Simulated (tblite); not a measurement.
# C3H8O: the cost of one run

Computed with tblite 0.8.0 and PySCF 2.14.0; each step states its level. No surroundings beyond the atoms listed, unless a continuum is named. Atoms count from 0, parts from 1.

## (1) Starting point

12 atoms, charge 0, multiplicity 1; geometry: rigid parts in contact. Parts: 1 = atoms 0–5, `CO`, charge 0; 2 = atoms 6–11, `C=C`, charge 0.

## (2) Bringing the parts together with GFN2-xTB

Job settings and geometry (Å):

```
{"job": {"kind": "dock", "xc": "GFN2-xTB", "basis": "xTB"}, "charge": 0, "multiplicity": 1, "parts": [{"atoms": "0-5", "charge": 0, "multiplicity": 1}, {"atoms": "6-11", "charge": 0, "multiplicity": 1}]}
C     -0.362617    -0.010564     0.014210
O      0.913117     0.571190    -0.094471
H     -0.493465    -0.525346     0.972301
H     -0.555698    -0.718191    -0.799279
H     -1.081171     0.804420    -0.049856
H      1.579833    -0.121509    -0.042905
C      2.794865    -0.385676    -1.986965
C      4.078717    -0.192670    -1.769757
H      2.302148    -1.305384    -1.716545
H      2.173174     0.365691    -2.445705
H      4.573253     0.726627    -2.038137
H      4.698807    -0.945899    -1.312082
```

Method: GFN2-xTB search for minima from random contacts, gas phase.

Command:

```sh
$ OMP_NUM_THREADS=1 python cluster_run.py task.json out
```

One launch serves the whole session: the jobs run in the order shown.

Q: Estimate the wall time of this first job on 1 thread of Intel Xeon Platinum 8259CL at 2.50GHz, shared host.

About 10 s.
